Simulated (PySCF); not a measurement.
Species: C₃H₃F₂N.
Numbering: `[N:1]#[C:2][CH2:3][CH:4]([F:5])[F:6]` (hydrogens: H7, H8 on C3; H9 on C4)

The calculation used MP2 and CCSD/aug-cc-pVDZ in PySCF, restricted Hartree–Fock reference, frozen core, non-relativistic, gas phase, PBE0-D3(BJ)/def2-SVP geometry.

E(HF) = -368.71780 Eh.

How large is the problem?

165 basis functions and 46 electrons; 6 orbitals frozen, which leaves o = 17 correlated occupied and v = 142 virtual orbitals. That is o·v = 2414 singles and o·v(o·v + 1)/2 = 2914905 distinct closed-shell doubles amplitudes before symmetry; the costliest CCSD step grows as o²v⁴ = 1.2 × 10^11.

What are the MP2 and CCSD correlation energies?

MP2 -0.9728 Eh and CCSD -0.9990 Eh, which gives totals of -369.69055 and -369.71681 Eh. That is 0.800 eV for each correlated electron at CCSD (2623 kJ/mol in all, 0.270 % of the total energy); MP2 gives 97.4 % of the CCSD value.

What is the T1 diagnostic?

0.0132, below the customary warning level of 0.02. It is the norm of the spatial-orbital singles amplitudes over the root of the number of correlated electrons, so the norm is 0.077.

How does correlation change the dipole moment?

HF gives 3.07 D and CCSD (unrelaxed density) 2.80 D, a change of -0.27 D.

Connected triples and the basis-set limit are missing.

The job also held the EOM ionisation roots. Time: 9.9 min of wall time. Hardware: an Arm Neoverse V1 with one thread, shared host.

Shape of the structure used: `[N:1]#[C:2][CH2:3][CH:4]([F:5])[F:6]`: C2–C3–C4–F5 63°.

One conformer stands for the species.
